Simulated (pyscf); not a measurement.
PySCF, gas phase, ωB97X-D3(BJ)/def2-SVP geometries.

Estimate the classical barrier height and the reaction energy of H₃Si–PH–InH₂ (SMILES [SiH3][PH][InH2]) + H₂ (SMILES [H][H]) → H₂P–InH₂ (SMILES [PH2][InH2]) + SiH₄ (SMILES [SiH4]) at ωB97M-D3(BJ)/def2-TZVP. The step runs on the singlet surface, breaks P–Si, H–H and forms H–P, H–Si; take the separated reactants as zero.

ΔE‡ = 64.2 kcal/mol, ΔE = +1.0 kcal/mol. Zero-point energy shifts the barrier by +0.9 kcal/mol. It is a four-centre exchange, with an imaginary mode of 1631i cm⁻¹. This is the saddle that the search found; another between the same sides may lie lower. Elements past Kr carry the def2 core potentials, without spin-orbit coupling.
